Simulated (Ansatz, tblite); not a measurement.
**The cluster AsP₂: isomers from a random search**

Which shape does the cluster AsP₂ prefer? Candidates from a tight-binding search are relaxed and compared.

Computed with Ansatz 0.2.0, Gaussian basis. Level: relaxed with PBE-D4/def2-TZVP, doublet.

## (1) Starting geometry

3 atoms, charge 0, spin multiplicity 2.

Atoms are counted from 1 here; the program's logs count them from 0.

Bond lengths: P1–P2 2.110 Å, P1–As3 2.217 Å, P2–As3 2.223 Å. Angles: P2–P1–As3 61.8°, P1–P2–As3 61.5°, P1–As3–P2 56.8°.

Geometry (Å):

```xyz
3

P    -0.4608    0.7796    0.8441
P     0.9633   -0.6985    0.3543
As   -0.5025   -0.0812   -1.1984
```

A search from random starts with GFN1-xTB found 4 distinct shapes; 2 go on here. The structure above is candidate A, which lies 0.00 eV above the lowest at that level; B lies 0.75 eV above the lowest at that level.

## (2) Relaxing candidate A

Input file in.yaml:

```yaml
crystal:
  periodic: [false, false, false]
  atoms:
    - {symbol: P, position_ang: [-0.460800, 0.779650, 0.844100]}
    - {symbol: P, position_ang: [0.963270, -0.698480, 0.354270]}
    - {symbol: As, position_ang: [-0.502470, -0.081160, -1.198370]}
basis:
  gaussian: {orbitals: def2-TZVP}
magnetization: {spin_polarized: true, initial_magnetization: 1}
hamiltonian: {xc: pbe, dispersion: d4}
scf: {lower_state_search: "off"}
output: {orbitals: {seedname: orbitals}}
relax: {f_tol: 0.02, max_steps: 100}
```

Launch:

```console
$ ansatz run in.yaml --threads 4 --pin off --events-out ev --progress --plain --max-ram 3916MiB
```

The log of the run, shortened:

```text
Functional definition: PBE
  name "PBE"
  cite "Perdew, Burke & Ernzerhof, Phys. Rev. Lett. 77, 3865 (1996) doi:10.1103/PhysRevLett.77.3865"
  parent pbe
[...]
913 factors; their error is unknown
[...]
mean field -79401.54546179 eV, -2917.9529754202 hartree, gradient 6.7e-6 eV, S^2 0.769736; 0 other end points of the search recorded, 0 dependent functions left out
[...]
reference -79401.54549114 eV, -2917.9529764987 hartree; 32, 31 occupied and 90, 91 virtual orbitals, 913 factors
relax step   1: F+E_penalty+E_count = -79401.68567902 eV  Δ(F+E_penalty+E_count) = +0.000e0 eV  max|allowed force component| = 1.715e0 eV/Å  Δτ_max = 0.0000 Å  (26 SCF iters, accepted)
[...]
relax step   7: F+E_penalty+E_count = -79401.85830179 eV  Δ(F+E_penalty+E_count) = -2.708e-4 eV  max|allowed force component| = 9.627e-3 eV/Å  Δτ_max = 0.0061 Å  (27 SCF iters, accepted)
[...]
relax step   8: F+E_penalty+E_count = -79401.85831596 eV  Δ(F+E_penalty+E_count) = -1.417e-5 eV  max|allowed force component| = 3.100e-3 eV/Å  Δτ_max = 0.0022 Å  (20 SCF iters, accepted)
Total energy: -79401.85834555 eV, -2917.9644736863 hartree
Atom 0 at    -0.424936     0.748968     0.846652 Å, force    -0.000972     0.002225     0.003100 eV/Å
Atom 1 at     0.980789    -0.684399     0.421648 Å, force    -0.000304    -0.000582    -0.001936 eV/Å
Atom 2 at    -0.555853    -0.064559    -1.268301 Å, force     0.001276    -0.001643    -0.001164 eV/Å
Dipole moment:    -0.021765     0.027679     0.019062 e Å
Checks for a lower state left out: stability, starts, cluster_reference, orbital_swaps, neighbouring_geometries, increment
```

Wall time 9.5 s (4 threads of Arm Neoverse V1, shared host).

The steps of the relaxation: (the energy doesn't fall at every step)

| step | energy from step 1 (eV) | largest force component (eV/Å) |
| --- | --- | --- |
| 1 | 0.0000 | 1.7150 |
| 2 | -0.1628 | 0.4070 |
| 3 | -0.1719 | 0.0784 |
| 4 | -0.1723 | 0.0333 |
| 5 | -0.1684 | 0.2002 |
| 6 | -0.1724 | 0.0336 |
| 7 | -0.1726 | 0.0096 |
| 8 | -0.1726 | 0.0031 |

The force was under the threshold of 0.02 eV/Å already at step 7, but the program went on to step 8.

Distances of close pairs at the start and the end, largest changes first:

| bond | before (Å) | after (Å) | change (Å) |
| --- | --- | --- | --- |
| P2–As3 | 2.223 | 2.367 | +0.144 |
| P1–P2 | 2.110 | 2.052 | -0.058 |
| P1–As3 | 2.217 | 2.270 | +0.053 |

## (3) Relaxing candidate B

Input file in.yaml:

```yaml
crystal:
  periodic: [false, false, false]
  atoms:
    - {symbol: P, position_ang: [0.086210, -1.956700, 0.316350]}
    - {symbol: P, position_ang: [0.002330, -0.035910, 0.006000]}
    - {symbol: As, position_ang: [-0.088550, 1.992620, -0.322350]}
basis:
  gaussian: {orbitals: def2-TZVP}
magnetization: {spin_polarized: true, initial_magnetization: 1}
hamiltonian: {xc: pbe, dispersion: d4}
scf: {lower_state_search: "off"}
output: {orbitals: {seedname: orbitals}}
relax: {f_tol: 0.02, max_steps: 100}
```

Launched as before.

The log of the run, shortened:

```text
Functional definition: PBE
  name "PBE"
  cite "Perdew, Burke & Ernzerhof, Phys. Rev. Lett. 77, 3865 (1996) doi:10.1103/PhysRevLett.77.3865"
  parent pbe
[...]
913 factors; their error is unknown
[...]
mean field -79400.55806357 eV, -2917.9166892048 hartree, gradient 8.4e-6 eV, S^2 0.765316; 0 other end points of the search recorded, 0 dependent functions left out
[...]
reference -79400.55809250 eV, -2917.9166902681 hartree; 32, 31 occupied and 90, 91 virtual orbitals, 913 factors
relax step   1: F+E_penalty+E_count = -79400.68188788 eV  Δ(F+E_penalty+E_count) = +0.000e0 eV  max|allowed force component| = 7.309e-1 eV/Å  Δτ_max = 0.0000 Å  (20 SCF iters, accepted)
[...]
relax step   2: F+E_penalty+E_count = -79400.69625367 eV  Δ(F+E_penalty+E_count) = -1.437e-2 eV  max|allowed force component| = 1.164e-1 eV/Å  Δτ_max = 0.0316 Å  (26 SCF iters, accepted)
[...]
relax step   3: F+E_penalty+E_count = -79400.69672458 eV  Δ(F+E_penalty+E_count) = -4.709e-4 eV  max|allowed force component| = 1.451e-2 eV/Å  Δτ_max = 0.0042 Å  (26 SCF iters, accepted)
Total energy: -79400.69675357 eV, -2917.9217859683 hartree
Atom 0 at     0.087331    -1.976051     0.319548 Å, force    -0.000374     0.014513    -0.002278 eV/Å
Atom 1 at     0.002166    -0.043661     0.007123 Å, force    -0.000067    -0.010198     0.001516 eV/Å
Atom 2 at    -0.089506     2.019721    -0.326670 Å, force     0.000441    -0.004315     0.000762 eV/Å
Dipole moment:    -0.005252     0.117245    -0.018978 e Å
Checks for a lower state left out: stability, starts, cluster_reference, orbital_swaps, neighbouring_geometries, increment
```

Wall time 3 s (4 threads of Arm Neoverse V1, shared host).

Relaxation path:

| step | energy from step 1 (eV) | largest force component (eV/Å) |
| --- | --- | --- |
| 1 | 0.0000 | 0.7309 |
| 2 | -0.0144 | 0.1164 |
| 3 | -0.0148 | 0.0145 |

Close pairs (by a distance rule), those that changed most:

| bond | before (Å) | after (Å) | change (Å) |
| --- | --- | --- | --- |
| P2–As3 | 2.057 | 2.092 | +0.035 |
| P1–P2 | 1.948 | 1.959 | +0.012 |

## (4) The relaxed candidates

| candidate | point group | bonds (count, mean Å) | energy above the lowest (eV) |
| --- | --- | --- | --- |
| A | Cs | As–P 2, 2.32; P–P 1, 2.05 | 0.000 |
| B | Cinfv | P–P 1, 1.96; As–P 1, 2.09 | 1.162 |

## (5) Candidate B, GFN1-xTB

Tight binding, by tblite at 300 K electronic temperature and without a spin-polarisation term:

```python
tblite.interface.Calculator('GFN1-xTB', numbers, positions, charge=0, uhf=1).singlepoint()
```

Energy -204.7484 eV; 0.003 s.

## (6) Candidate B, GFN2-xTB

Tight binding, by tblite at 300 K electronic temperature and without a spin-polarisation term:

```python
tblite.interface.Calculator('GFN2-xTB', numbers, positions, charge=0, uhf=1).singlepoint()
```

Energy -199.5360 eV; 0.003 s.

## (7) Candidate B, PBE0-D4/def2-TZVP

start.molden holds the orbitals of an earlier run on this state, given as this run's starting guess.

Input file in.yaml:

```yaml
crystal:
  periodic: [false, false, false]
  atoms:
    - {symbol: P, position_ang: [0.087331, -1.976051, 0.319548]}
    - {symbol: P, position_ang: [0.002166, -0.043661, 0.007123]}
    - {symbol: As, position_ang: [-0.089506, 2.019721, -0.326670]}
basis:
  gaussian: {orbitals: def2-TZVP, initial_orbitals: start.molden}
magnetization: {spin_polarized: true, initial_magnetization: 1}
hamiltonian: {xc: pbe0, dispersion: d4}
scf: {omitted_lower_state_checks: [starts]}
output: {orbitals: {seedname: orbitals}}
```

The command is unchanged.

The log of the run, shortened:

```text
Functional definition: PBE0
  name "PBE0"
  cite "Adamo & Barone, J. Chem. Phys. 110, 6158 (1999) doi:10.1063/1.478522"
  cite "Perdew, Burke & Ernzerhof, Phys. Rev. Lett. 77, 3865 (1996) doi:10.1103/PhysRevLett.77.3865"
  parent pbe
[...]
754 factors; integrals over basis functions are off by at most 1.1e-3 eV
[...]
mean field -79403.41126534 eV, -2918.0215424359 hartree, gradient 4.6e-6 eV, S^2 0.804452; 0 other end points of the search recorded, 0 dependent functions left out
reference -79403.41128708 eV, -2918.0215432350 hartree; 32, 31 occupied and 90, 91 virtual orbitals, 754 factors
Total energy: -79403.51649070 eV, -2918.0254093966 hartree
Checks for a lower state left out: starts
```

Wall time 11 s (4 threads of Arm Neoverse V1, shared host).

HOMO -6.12 eV, LUMO -4.29 eV (over both spins); ⟨S²⟩ 0.804 (pure: 0.75).

## (8) Candidate B, PBE-D4/def2-TZVP

in.yaml, as its differences from that of step 7:

```diff
@@ -9,4 +9,4 @@
 magnetization: {spin_polarized: true, initial_magnetization: 1}
-hamiltonian: {xc: pbe0, dispersion: d4}
+hamiltonian: {xc: pbe, dispersion: d4}
 scf: {omitted_lower_state_checks: [starts]}
-output: {orbitals: {seedname: orbitals}}
+output: {forces: true, orbitals: {seedname: orbitals}}
```

Launched as before.

The log of the run, shortened:

```text
Functional definition: PBE
  name "PBE"
  cite "Perdew, Burke & Ernzerhof, Phys. Rev. Lett. 77, 3865 (1996) doi:10.1103/PhysRevLett.77.3865"
  parent pbe
[...]
913 factors; their error is unknown
[...]
mean field -79400.57395728 eV, -2917.9172732878 hartree, gradient 1.4e-6 eV, S^2 0.766531; 0 other end points of the search recorded, 0 dependent functions left out
[...]
reference -79400.57398626 eV, -2917.9172743530 hartree; 32, 31 occupied and 90, 91 virtual orbitals, 913 factors
Total energy: -79400.69675356 eV, -2917.9217859682 hartree
Atom 0 at     0.087331    -1.976051     0.319548 Å, force    -0.000374     0.014521    -0.002279 eV/Å
Atom 1 at     0.002166    -0.043661     0.007123 Å, force    -0.000066    -0.010209     0.001517 eV/Å
Atom 2 at    -0.089506     2.019721    -0.326670 Å, force     0.000440    -0.004312     0.000762 eV/Å
Dipole moment:    -0.005252     0.117245    -0.018978 e Å
Checks for a lower state left out: starts
```

Wall time 9.5 s (4 threads of Arm Neoverse V1, shared host).

Report: HOMO -5.30 eV, LUMO -5.13 eV (over both spins); ⟨S²⟩ 0.767 (pure: 0.75).

## (9) Candidate B, r2SCAN-D4/def2-TZVP

in.yaml, as its differences from that of step 8:

```diff
@@ -9,4 +9,4 @@
 magnetization: {spin_polarized: true, initial_magnetization: 1}
-hamiltonian: {xc: pbe, dispersion: d4}
+hamiltonian: {xc: r2scan, dispersion: d4}
 scf: {omitted_lower_state_checks: [starts]}
-output: {forces: true, orbitals: {seedname: orbitals}}
+output: {orbitals: {seedname: orbitals}}
```

The command is unchanged.

The log of the run:

```text
Functional definition: r2SCAN
  name "r2SCAN"
  cite "Furness, Kaplan, Ning, Perdew & Sun, J. Phys. Chem. Lett. 11, 8208 (2020) doi:10.1021/acs.jpclett.0c02405"
  cite "Furness, Kaplan, Ning, Perdew & Sun, J. Phys. Chem. Lett. 11, 9248 (2020) doi:10.1021/acs.jpclett.0c03077"
  parent r2scan
  parameter k0 = 0.174
  parameter k1 = 0.065
  parameter a1 = 4.9479
  exchange = r2scan_x(k0 = k0, k1 = k1, a1 = a1)
  correlation = r2scan_c
these checks for a lower state are left out or cut short: starts
913 factors; their error is unknown
mean field evaluation 1: about -79416.3349 eV, gradient 6.1e0 eV
mean field evaluation 2: about -79416.3746 eV, gradient 8.1e-2 eV
mean field evaluation 4: about -79416.3690 eV, gradient 3.1e-4 eV
mean field evaluation 8: about -79416.3690 eV, gradient 1.2e-5 eV
mean field -79416.36896219 eV, -2918.4977290124 hartree, gradient 1.8e-6 eV, S^2 0.796178; 0 other end points of the search recorded, 0 dependent functions left out
reference -79416.36897189 eV, -2918.4977293686 hartree; 32, 31 occupied and 90, 91 virtual orbitals, 913 factors
Total energy: -79416.39396740 eV, -2918.4986479368 hartree
Checks for a lower state left out: starts
```

Wall time 19 s (4 threads of Arm Neoverse V1, shared host).

HOMO -5.52 eV, LUMO -4.93 eV (over both spins); ⟨S²⟩ 0.796 (pure: 0.75).

## (10) Candidate B, BLYP-D4/def2-TZVP

in.yaml, as its differences from that of step 9:

```diff
@@ -9,3 +9,3 @@
 magnetization: {spin_polarized: true, initial_magnetization: 1}
-hamiltonian: {xc: r2scan, dispersion: d4}
+hamiltonian: {xc: {name: BLYP}, dispersion: d4}
 scf: {omitted_lower_state_checks: [starts]}
```

Same command.

The log of the run, shortened:

```text
Functional definition: BLYP
  name "BLYP"
  cite "Becke, Phys. Rev. A 38, 3098 (1988) doi:10.1103/PhysRevA.38.3098"
  cite "Lee, Yang & Parr, Phys. Rev. B 37, 785 (1988) doi:10.1103/PhysRevB.37.785"
[...]
913 factors; their error is unknown
[...]
mean field -79419.67393708 eV, -2918.6191845993 hartree, gradient 6.7e-6 eV, S^2 0.762089; 0 other end points of the search recorded, 0 dependent functions left out
reference -79419.67421007 eV, -2918.6191946314 hartree; 32, 31 occupied and 90, 91 virtual orbitals, 913 factors
Total energy: -79419.93521116 eV, -2918.6287862445 hartree
Checks for a lower state left out: starts
```

Run time: 5.5 s. Hardware: 4 threads of Arm Neoverse V1, shared host.

From the report: HOMO -5.09 eV, LUMO -4.99 eV (over both spins); ⟨S²⟩ 0.762 (pure: 0.75).

## (11) Candidate B, HF/def2-TZVP

in.yaml, as its differences from that of step 10:

```diff
@@ -9,3 +9,3 @@
 magnetization: {spin_polarized: true, initial_magnetization: 1}
-hamiltonian: {xc: {name: BLYP}, dispersion: d4}
+hamiltonian: {xc: hf}
 scf: {omitted_lower_state_checks: [starts]}
```

Launched as before.

The log of the run:

```text
Functional definition: HF
  name "HF"
  cite "Fock, Z. Phys. 61, 126 (1930) doi:10.1007/BF01340294"
  parent pbe
  exchange = exact_x
  correlation = 0
these checks for a lower state are left out or cut short: starts
754 factors; integrals over basis functions are off by at most 1.1e-3 eV
mean field evaluation 1: about -79337.5509 eV, gradient 2.4e1 eV
mean field evaluation 2: about -79338.3933 eV, gradient 1.3e0 eV
mean field evaluation 4: about -79338.7554 eV, gradient 1.1e0 eV
mean field evaluation 8: about -79338.8272 eV, gradient 4.9e-3 eV
mean field evaluation 16: about -79338.8272 eV, gradient 4.7e-6 eV
mean field -79338.82723743 eV, -2915.6481231868 hartree, gradient 3.3e-6 eV, S^2 1.460828; 0 other end points of the search recorded, 0 dependent functions left out
reference -79338.82723743 eV, -2915.6481231868 hartree; 32, 31 occupied and 90, 91 virtual orbitals, 754 factors
Total energy: -79338.82723743 eV, -2915.6481231868 hartree
Checks for a lower state left out: starts
```

It took 3.4 s on 4 threads of Arm Neoverse V1, shared host.

HOMO -7.85 eV, LUMO -0.36 eV (over both spins); ⟨S²⟩ 1.461 (pure: 0.75). Doubts: spin contamination.

## (12) Candidate B, CCSD(T)/def2-TZVPP

Input file in.yaml:

```yaml
crystal:
  periodic: [false, false, false]
  atoms:
    - {symbol: P, position_ang: [0.087331, -1.976051, 0.319548]}
    - {symbol: P, position_ang: [0.002166, -0.043661, 0.007123]}
    - {symbol: As, position_ang: [-0.089506, 2.019721, -0.326670]}
basis:
  gaussian: {orbitals: def2-TZVPP, initial_orbitals: start.molden}
magnetization: {spin_polarized: true, initial_magnetization: 1}
correlation: {method: ccsd_t}
scf: {omitted_lower_state_checks: [starts, cluster_reference]}
output: {orbitals: {seedname: orbitals}}
```

Launched as before.

The log of the run, shortened:

```text
Functional definition: HF
  name "HF"
  cite "Fock, Z. Phys. 61, 126 (1930) doi:10.1007/BF01340294"
  parent pbe
[...]
824 factors; integrals over basis functions are off by at most 1.0e-3 eV
[...]
mean field -79338.82997576 eV, -2915.6482238187 hartree, gradient 2.3e-6 eV, S^2 1.462292; 0 other end points of the search recorded, 0 dependent functions left out
19 core orbitals not correlated: weight in the atoms' cores, before any rotation towards them, 1.000 or more for the frozen orbitals, at most 0.000 for the correlated occupied ones
reference -79338.82997576 eV, -2915.6482238187 hartree; 13, 12 occupied and 100, 101 virtual orbitals, 824 factors
second order -13.35598648 eV of doubles, -0.00000000 eV of singles
cycle   1  -13.44893081 eV  change   -9.3e-2 eV  update   1.5e-1
[...]
cycle  16  -14.42539651 eV  change   -2.0e-5 eV  update   9.6e-6
perturbative correction -0.99122453 eV, -0.0364268298 hartree
Total energy: -79354.24659681 eV, -2916.2147741925 hartree
Checks for a lower state left out: starts, cluster_reference
```

Wall time 16 s (4 threads of Arm Neoverse V1, shared host); peak memory 0.92 GiB.

Report: Hartree-Fock HOMO -7.85 eV, LUMO -0.36 eV (over both spins); ⟨S²⟩ 1.462 (pure: 0.75); T1 0.057. Doubts: large T1 diagnostic, spin contamination.

## (13) B against A

The energies of A at these levels come from its own runs, whose logs aren't repeated here.

| level | B above A (eV) | time |
| --- | --- | --- |
| GFN1-xTB | +0.724 | 0.007 s |
| GFN2-xTB | +1.118 | 0.007 s |
| HF/def2-TZVP† | +1.432 | 4.9 s |
| HF/def2-TZVPP† | +1.433 |  |
| PBE-D4/def2-TZVP | +1.162 | 11 s |
| BLYP-D4/def2-TZVP | +1.022 | 7 s |
| r2SCAN-D4/def2-TZVP | +1.137 | 23 s |
| PBE0-D4/def2-TZVP | +1.326 | 16 s |
| MP2/def2-TZVPP† | +1.579 |  |
| CCSD/def2-TZVPP† | +1.372 |  |
| CCSD(T)/def2-TZVPP† | +1.292 | 29 s |

Times add the two runs; a level without a time comes out of a correlated run. † marks a level with a doubtful state (flagged, unstable, out of aufbau order, or strongly spin-contaminated); such levels are left out of the summary. CCSD(T)/def2-TZVPP is no safe reference here (large T1 diagnostic, spin contamination).

## (14) Results

| quantity | value |
| --- | --- |
| B above A, range of the levels free of doubt, tight binding aside | +1.022 to +1.326 eV |
| levels that put B lower | none |

**Reading.** All levels free of doubt put A (Cs) below B (Cinfv), by 0.724 to 1.326 eV. A random search of this size may have missed the true lowest shape. Only doublets are compared; another spin may lie lower and prefer another shape.
